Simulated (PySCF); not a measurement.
Gas-phase reaction: AlClF + C3H8 + CF3 = Al(CH3)2Cl + 2 CHF2

Computed with PySCF and rigid-rotor harmonic-oscillator thermochemistry at 1 bar. † marks an energy on the PBE0/def2-TZVP geometry and frequencies; other levels use their own. MP2 and CCSD(T) freeze the core. 6-31G* has spherical d functions here. Open shells (unrestricted): AlClF (multiplicity 2), CF3 (multiplicity 2), CHF2 (multiplicity 2); the rest are closed-shell singlets. B3LYP is the form with VWN-RPA correlation. Methyl groups turn as free rotors in Al(CH3)2Cl. Al(CH3)2Cl, CHF2: computed as isolated molecules; such fragments, hydroxides, amides, oligomers or adducts are transient or little studied in the gas. MP2 isn't extrapolated to the basis-set limit; its ΔH°(298 K) is 287.5 kJ in def2-SVP and 276.7 kJ in def2-TZVPP. CCSD(T) isn't extrapolated to the basis-set limit; its ΔH°(298 K) is 271.3 kJ in def2-SVP and 257.4 kJ in def2-TZVPP. The harmonic model lacks anharmonicity and excited electronic states, which grow with temperature; levels with a mode under 35 cm⁻¹ are left out. Internal rotation in C3H8 is treated as a harmonic vibration of one conformer, which makes the entropy rough.

```
level                ΔE electronic, kJ  ΔH°(298 K), kJ  ΔS°(298 K), J/K  ΔG°(1400 K), kJ
-------------------  -----------------  --------------  ---------------  ---------------
B3LYP/6-31G*                       288             269               40              206
B3LYP/def2-TZVP†                   263             244               41              180
CCSD(T)/def2-TZVPP†                276             257               41              193
HF/6-31G*                          290             271               41              206
HF/def2-TZVP†                      266             247               41              183
MP2/def2-TZVPP†                    296             277               41              212
PBE0/def2-QZVP†                    270             251               41              186
PBE0/def2-SVP†                     267             248               41              184
PBE0/def2-TZVP                     270             251               41              186
ωB97M-V/def2-TZVP†                 262             243               41              178
ωB97X-V/def2-TZVP†                 263             244               41              179
```
ΔH° is lowest at ωB97M-V/def2-TZVP† and highest at MP2/def2-TZVPP†. No reference value is set beside these.
